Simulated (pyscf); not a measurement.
HC≡C–SiH₃ (SMILES C#C[SiH3]) + H₂ (SMILES [H][H]) -> SiH₄ (SMILES [SiH4]) + HC≡CH (SMILES C#C), a four-centre exchange (singlet surface; C–Si, H–H broken, H–Si, C–H formed). Single points on ωB97X-D3(BJ)/def2-SVP structures (PySCF, gas phase). Energies in kcal/mol from the separated reactants.

Small-basis levels: PySCF, no dispersion term, spherical d functions. AM1 to PM7: differences of heats of formation from MOPAC, which are fitted to 298 K values and so differ in kind from electronic energies by zero-point and thermal terms. Cost: rough CPU time at the saddle relative to B3LYP/6-31G*, from one job on a shared machine.

| level | barrier | reaction energy | cost |
|---|---|---|---|
| HF/STO-3G | 145.3 | +4.9 | 0.07 |
| HF/3-21G | 105.8 | +3.3 | 0.08 |
| SVWN5/6-31G* | 62.9 | +4.5 | 1 |
| BP86/6-31G* | 72.3 | +4.4 | 1 |
| B3LYP/STO-3G | 115.6 | +7.9 | 0.7 |
| B3LYP/3-21G | 87.6 | +3.5 | 0.8 |
| B3LYP/6-31G* | 79.1 | +3.3 | 1 |
| B3LYP/def2-SVP | 72.8 | +0.7 | 1 |
| AM1 | 88.4 | +18.6 | under 0.02 |
| PM3 | 78.9 | +26.5 | under 0.02 |
| PM6 | 65.5 | +43.8 | under 0.02 |
| PM7 | 114.4 | +52.6 | under 0.02 |
| ωB97M-D3(BJ)/def2-TZVP | 71.8 | +2.9 | – |

Against the last row the barrier runs from -9.0 (SVWN5/6-31G*) to +73.5 kcal/mol (HF/STO-3G). ωB97M-D3(BJ)/def2-TZVP has limits of its own. At the saddle there is also a short H–Si contact that neither side keeps. One saddle was located; it need not be the lowest between these sides.
